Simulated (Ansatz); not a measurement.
## Property card for VBr3

Level of theory: Ansatz, DFT PBEsol, scalar-relativistic, plane waves, PAW.

Plane waves to 420 eV, a k mesh through Γ of 6×6×10 on the computed 8-atom cell and Gaussian smearing (0.10 eV); collinear spin from starting moments -1.98 -1.98 0 0 0 0 0 0 μB.

The structure is relaxed at this level of theory with its symmetry kept. Whether it is the stable form of this composition wasn't checked.

```yaml
crystal:
  lattice:
    - [9.65792, 0.00000, 0.00000]
    - [-4.82896, 8.36400, 0.00000]
    - [0.00000, 0.00000, 3.31569]
  atoms:
    - { symbol: V, position: [0.66667, 0.33333, 0.25000] }
    - { symbol: V, position: [0.33333, 0.66667, 0.75000] }
    - { symbol: Br, position: [0.43921, 0.21961, 0.75000] }
    - { symbol: Br, position: [0.78039, 0.21961, 0.75000] }
    - { symbol: Br, position: [0.78039, 0.56079, 0.75000] }
    - { symbol: Br, position: [0.56079, 0.78039, 0.25000] }
    - { symbol: Br, position: [0.21961, 0.78039, 0.25000] }
    - { symbol: Br, position: [0.21961, 0.43921, 0.25000] }
```

Task: Formation energy from the elements' standard states (Br, Hg as crystals; uncorrected)?

Result: -0.730 eV/atom.

Task: Density of states at the Fermi level?

Result: 7.53 states/eV per cell.

Task: Löwdin character within 0.5 eV of the Fermi level?

Result: V 3d 79 %, Br 4p 19 %.

Task: Bader charges (e)?

Result: V (2 in the cell) 1.41, Br (6 in the cell) -0.47.

Task: Total moment?

Result: -4.00 μB per cell.

Task: Site moments (μB; atoms counted from 1 over the whole cell)?

Result: V (atom 1) -1.80, V (atom 2) -1.80, Br (atom 3) 0.04, Br (atom 4) 0.04, Br (atom 5) 0.04, Br (atom 6) 0.04, Br (atom 7) 0.04, Br (atom 8) 0.04.

Each cell of VBr3 holds chains, and where no dispersion correction was added their binding is poorly described.

Only this magnetic start was tried.

Cost: 6 runs of about 44 core-minutes in all, on Arm Neoverse V2 (shared hosts).